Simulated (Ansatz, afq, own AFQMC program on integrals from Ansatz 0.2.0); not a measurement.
Integrals from Ansatz 0.2.0, then the random walk in our own AFQMC program (afq).

```yaml
crystal:
  periodic: [false, false, false]
  atoms:
    - {symbol: Si, position_ang: [0.000000, 0.000000, 1.132129]}
    - {symbol: Al, position_ang: [0.000000, 0.000000, -1.045871]}
    - {symbol: H, position_ang: [0.000000, 1.405470, -1.774521]}
    - {symbol: H, position_ang: [0.000000, -1.405470, -1.774521]}
basis:
  gaussian: {orbitals: cc-pVDZ}
magnetization: {spin_polarized: true, initial_magnetization: 3}
correlation: {method: ccsd_t, electrons: outside_noble_gas, hamiltonian_folder: ham}
```

```sh
$ ansatz run in.yaml --threads 1 --pin off --events-out ev --progress --plain --max-ram 1382MiB
```

afq runs on the folder ham with

```
--method free --trial cisd --walkers 60 --time-step 0.03 --max-blocks 80 --target-error 0.00036 --factor-cut 1e-05 --seed 4677 --times 0,0.3,0.6,1.2,1.8,2.4,3.6,4.8,6 --taylor-order 8
```

Times are imaginary, in 1/Eh. The walk had a cap of 1002 s.

afq prints:

```
orbitals 36  electrons 6 3  factors 271 of 451
reference energy -531.91560125 Eh
CCSD correlation -0.14935481 Eh in 11 cycles, weight of the determinant in the CISD state 0.8826
repeat  energy at the last time / Eh  error
    10  -532.068986  0.000785
    20  -532.069571  0.000697
    30  -532.069981  0.000565
    40  -532.070192  0.000483
    50  -532.070428  0.000437
    60  -532.070374  0.000400
    70  -532.070024  0.000390
    80  -532.070033  0.000363
time / (1/Eh)  energy / Eh  error  mean overlap
  0.00  -532.064894  0.000055  1.1328
  0.30  -532.067032  0.000081  1.1289
  0.60  -532.068013  0.000106  1.1352
  1.20  -532.069281  0.000119  1.1351
  1.80  -532.069902  0.000183  1.1275
  2.40  -532.070056  0.000212  1.1331
  3.60  -532.070707  0.000233  1.1026
  4.80  -532.070425  0.000303  1.1044
  6.00  -532.070033  0.000363  1.1008
energy -532.070033 +/- 0.000363 Eh
```

The run passed its tests (error under three times the target), which doesn't prove that it has relaxed.

Against this walk (error 9.9 meV) on the same determinant: CCSD(T) 30.2 meV higher, CCSDT(Q) 6.2 meV lower (within the noise). The error is statistical, and a free projection of finite length keeps a remainder of its start. The last points scatter (meV from the last: 4 ± 5 at 1.80, -1 ± 6 at 2.40, -18 ± 6 at 3.60, -11 ± 8 at 4.80, 0 ± 10 at 6.00); the last is the one printed as the energy, and the gaps above move with that scatter.

Cautions: remainder of the start not in the error; lower spins were not checked.

The walk took 4.9 min on 1 thread of Arm Neoverse V1 (shared host). The log's last line is the free-projection energy.

CCSDT and higher add their correlation energy to the determinant of the CCSD(T) run, since their own runs factorise the integrals more tightly (a shift of under 2 meV). A walk keeps the symmetry of its determinant, which the program's search chose and which needn't be the lowest solution, so a lower state of the same spin and another symmetry isn't excluded.
